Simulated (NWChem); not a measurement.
**One shape, several levels: [NH4]+ (SMILES [NH4+])**

Wanted: a comparison of 4 runs (HF/3-21G, M06-2X/6-31G**, PBE/def2-TZVPP, r2SCAN/def2-TZVPP) of [NH4]+. 

The results are computed with NWChem 7.3.0.

2 further runs of the same task are left out: 2 set aside as unsound or not needed. Runs told in other sessions of the task aren't counted.

## Step 1: Starting point

[NH4]+: 5 atoms, total charge +1, spin state singlet. As SMILES, `[NH4+]`. The shape is that of a PBE0-D4/def2-TZVP optimisation.

Bond lengths: N1–H2 1.024 Å, N1–H3 1.024 Å, N1–H4 1.024 Å, N1–H5 1.024 Å. Angles: H2–N1–H3 109.5°, H2–N1–H4 109.5°, H2–N1–H5 109.5°, H3–N1–H4 109.5°, H3–N1–H5 109.5°, H4–N1–H5 109.5°.

## Step 2: Energy and gradient at HF/3-21G (run 1)

The input, work.nw:

```
start work
title "H4N hf"
memory stack 880 mb heap 220 mb global 1100 mb
charge 1

geometry units au noautosym nocenter noautoz
  N      0.00001890     0.00001890     0.00000000
  H      0.85666954    -0.84633274     1.51368952
  H     -1.83762638     0.40852099     0.44448248
  H      0.04524004    -1.19706591    -1.51867840
  H      0.93571679     1.63485876    -0.43951250
end

basis spherical bse
  * library 3-21G
end

scf
  thresh 1e-08
  maxiter 80
  print low
end

task scf gradient
```

The run is started by

```
$ nwchem work.nw > work.out
```

Standard output:

```text
[...]
  functions       =    17
[...]
  wavefunction    = RHF
[...]
         Total SCF energy =    -56.233839612152
      One-electron energy =   -104.362429916898
      Two-electron energy =     31.753320211143
 Nuclear repulsion energy =     16.375270093604
        Time for solution =      0.1s
[...]
                         RHF ENERGY GRADIENTS
    atom               coordinates                        gradient
                 x          y          z           x          y          z
   1 N       0.000019   0.000019   0.000000    0.000004   0.000011   0.000004
   2 H       0.856670  -0.846333   1.513690    0.000848  -0.000849   0.001500
   3 H      -1.837626   0.408521   0.444482   -0.001820   0.000408   0.000439
   4 H       0.045240  -1.197066  -1.518678    0.000046  -0.001196  -0.001505
   5 H       0.935717   1.634859  -0.439513    0.000922   0.001627  -0.000438
 Task  times  cpu:        0.1s     wall:        0.1s
 Total times  cpu:        0.1s     wall:        0.1s
```

Run time: 0.6 s. Hardware: 1 thread of Intel Xeon at 2.60GHz (Ice Lake), shared host; peak memory 0.099 GiB.

## Step 3: Energy and gradient at M06-2X/6-31G(d,p) (spherical functions) (run 2)

The input, run.xyz:

```xyz
5
H4N
N      0.000010     0.000010     0.000000
H      0.453330    -0.447860     0.801010
H     -0.972430     0.216180     0.235210
H      0.023940    -0.633460    -0.803650
H      0.495160     0.865130    -0.232580
```

The input, run.nw:

```
START run
TITLE "H4N"
memory total 2200 mb
charge 1

GEOMETRY units angstroms noautosym nocenter noautoz
  load format xyz run.xyz
END

BASIS spherical bse
  * library 6-31G**
END

DFT
  xc m06-2x
  mult 1
  grid xfine
  convergence energy 1e-08
  maxiter 100
  mulliken
  noprint "final vectors analysis"
END

TASK dft gradient
```

The run is started by

```
$ nwchem run.nw > run.out
```

Standard output:

```text
[...]
          Wavefunction type:  closed shell.
          No. of atoms     :     5
          No. of electrons :    10
[...]
          Charge           :     1
          Spin multiplicity:     1
[...]
          AO basis - number of functions:    34
[...]
              XC Information
              --------------
                       M06-2X Method XC Functional
                     Hartree-Fock (Exact) Exchange  0.540
                        M06-2X Exchange Functional  1.000
                      M06-2X Correlation Potential  1.000
[...]
 d= 0,ls=0.0,diis     1    -56.6805504613 -7.31D+01  2.81D-02  1.97D+00     1.1
[...]
 d= 0,ls=0.0,diis     7    -56.8660301289 -1.59D-11  5.58D-09  1.76D-13     6.6
         Total DFT energy =      -56.866030128905
      One electron energy =     -104.929398813495
           Coulomb energy =       39.780654490843
    Exchange-Corr. energy =       -8.092557070442
 Nuclear repulsion energy =       16.375271264189
[...]
      Total Density - Mulliken Population Analysis
     ---------------------------------------------
    Atom       Charge   Shell Charges
 -----------   ------   -------------------------------------------------------
    1 N    7     7.65   2.00  0.77  2.59  0.79  1.48  0.02
    2 H    1     0.59   0.48  0.09  0.02
    3 H    1     0.59   0.48  0.09  0.02
    4 H    1     0.59   0.48  0.09  0.02
    5 H    1     0.59   0.48  0.09  0.02
[...]
  wavefunction    = closed shell
                         DFT ENERGY GRADIENTS
    atom               coordinates                        gradient
                 x          y          z           x          y          z
   1 N       0.000019   0.000019   0.000000    0.000001   0.000009   0.000005
   2 H       0.856669  -0.846333   1.513689   -0.001109   0.001087  -0.001960
   3 H      -1.837626   0.408521   0.444482    0.002380  -0.000527  -0.000577
   4 H       0.045240  -1.197066  -1.518678   -0.000057   0.001543   0.001964
   5 H       0.935717   1.634859  -0.439512   -0.001215  -0.002111   0.000568
[...]
```

Wall time 9 s (1 thread of Intel Xeon at 2.60GHz (Ice Lake), shared host); peak memory 0.12 GiB.

Run 3 isn't shown in full; the table further down has it.

## Step 4: Energy and gradient at r2SCAN/def2-TZVPP (run 4)

The input, run.py:

```python
from ase import Atoms
from ase.calculators.nwchem import NWChem

mol = Atoms(['N', 'H', 'H', 'H', 'H'], positions=[
    [0.000010, 0.000010, -0.000000],
    [0.453330, -0.447860, 0.801010],
    [-0.972430, 0.216180, 0.235210],
    [0.023940, -0.633460, -0.803650],
    [0.495160, 0.865130, -0.232580],
])

calc = NWChem(
    label='test',
    theory='dft',
    memory='2200 mb',
    basis='def2-TZVPP',
    basispar='spherical bse',
    charge=1,
    dft={'xc': 'r2scan', 'mult': '1', 'grid': 'xfine', 'convergence': 'energy 1e-08', 'iterations': '100', 'mulliken': None},
)
mol.calc = calc

forces = mol.get_forces()
print(f"energy = {mol.get_potential_energy():.6f} eV")
print("forces (eV/A):")
for s, f in zip(mol.symbols, forces):
    print(f"{s:2s} {f[0]:10.5f} {f[1]:10.5f} {f[2]:10.5f}")
print("dipole (e A):", mol.get_dipole_moment().round(4))
```

The run is started by

```
$ export ASE_NWCHEM_COMMAND="nwchem PREFIX.nwi > PREFIX.nwo"
$ python run.py
```

Standard output:

```text
energy = -1548.030815 eV
forces (eV/A):
N    -0.00010   -0.00046   -0.00015
H    -0.01728    0.01759   -0.03060
H     0.03708   -0.00838   -0.00895
H    -0.00098    0.02463    0.03075
H    -0.01872   -0.03332    0.00895
dipole (e A): [-0. -0. -0.]
```

The calculator wrote test.nwi:

```
title "test"

permanent_dir test

scratch_dir test

start test

geometry units angstrom nocenter noautosym noautoz
  N  1.0000000000000001e-05 1.0000000000000001e-05 -0.0000000000000000e+00
  H  4.5333000000000001e-01 -4.4785999999999998e-01 8.0101000000000000e-01
  H  -9.7243000000000002e-01 2.1618000000000001e-01 2.3521000000000000e-01
  H  2.3939999999999999e-02 -6.3346000000000002e-01 -8.0364999999999998e-01
  H  4.9515999999999999e-01 8.6512999999999995e-01 -2.3258000000000001e-01
end

charge 1

memory 2200 mb

basis spherical bse noprint
   * library def2-TZVPP
end

dft
  xc r2scan
  mult 1
  grid xfine
  convergence energy 1e-08
  iterations 100
  mulliken
end

task dft gradient
```

test.nwo:

```text
Northwest Computational Chemistry Package (NWChem) 7.3.0
             --------------------------------------------------------

           Job information
           ---------------

    nwchem branch   = 7.3.0
    use scalapack   = T
    input           = test.nwi
    prefix          = test.
    data base       = test/test.db
    status          = startup
    nproc           =        1

           Memory information
           ------------------

    heap     =     72089598 doubles =      550.0 Mbytes
    stack    =     72089595 doubles =      550.0 Mbytes
    global   =    144179200 doubles =     1100.0 Mbytes (distinct from heap & stack)
    total    =    288358393 doubles =     2200.0 Mbytes
    verify   = yes
    hardfail = no

           Directory information
           ---------------------

  0 permanent = test
  0 scratch   = test

                                NWChem Input Module
                                -------------------

                                       test
                                       ----

[... 84 lines left out ...]
  convergence criterion.
[... 17 lines left out ...]
          Convergence on gradient requested:  5.00D-04
[... 22 lines left out ...]
          Convergence aids based upon iterative change in
[... 30 lines left out ...]
 1-e energy   =     -97.512025
[... 39 lines left out ...]
         Total DFT energy =      -56.889083639960
[... 2 lines left out ...]
    Exchange-Corr. energy =       -8.108502622328
[... 680 lines left out ...]
          Convergence on energy requested:  1.00D-08
[... 20 lines left out ...]
          Spatial weights used:  Erf1
[... 4 lines left out ...]
          total energy or number of iterations.
[... 18 lines left out ...]
                            NWChem DFT Gradient Module
                            --------------------------

                                       test

  charge          =   1.00
  wavefunction    = closed shell

                         DFT ENERGY GRADIENTS

    atom               coordinates                        gradient
                 x          y          z           x          y          z
   1 N       0.000019   0.000019   0.000000    0.000002   0.000009   0.000003
   2 H       0.856669  -0.846333   1.513689    0.000336  -0.000342   0.000595
   3 H      -1.837626   0.408521   0.444482   -0.000721   0.000163   0.000174
   4 H       0.045240  -1.197066  -1.518678    0.000019  -0.000479  -0.000598
   5 H       0.935717   1.634859  -0.439512    0.000364   0.000648  -0.000174

                 ----------------------------------------
                 |  Time  |  1-e(secs)   |  2-e(secs)   |
                 ----------------------------------------
                 |  CPU   |       0.01   |       1.43   |
                 ----------------------------------------
                 |  WALL  |       0.01   |       1.43   |
                 ----------------------------------------

 Task  times  cpu:       25.7s     wall:       25.7s
 Total times  cpu:       25.7s     wall:       25.7s
```

Wall time 27 s (1 thread of Intel Xeon at 2.60GHz (Ice Lake), shared host); peak memory 0.14 GiB.

## Step 5: The series

| run | level | iteration cap | module | energy (Eh) | largest force (eV/Å) | wall time |
| --- | --- | --- | --- | --- | --- | --- |
| 1 | HF/3-21G | 80 | scf | -56.233840 | 0.099 | 0.6 s |
| 2 | M06-2X/6-31G** (spherical functions) | 100 | dft | -56.866030 | 0.129 | 9 s |
| 3 | PBE/def2-TZVPP | 100 | dft | -56.848699 | 0.304 | 18 s |
| 4 | r2SCAN/def2-TZVPP | 100 | dft | -56.889084 | 0.039 | 27 s |

## Step 6: What came out

| quantity | value |
| --- | --- |
| run 4: total energy | -56.88908 Eh |
| run 4: HOMO energy | -21.44 eV |
| run 4: LUMO energy | -5.67 eV |
| run 4: HOMO–LUMO gap | 15.77 eV |
| run 4: largest force on an atom | 0.039 eV/Å |

**Reading.** Totals of different functionals can't be ranked against each other. All runs together took 55 s, the longest 27 s.
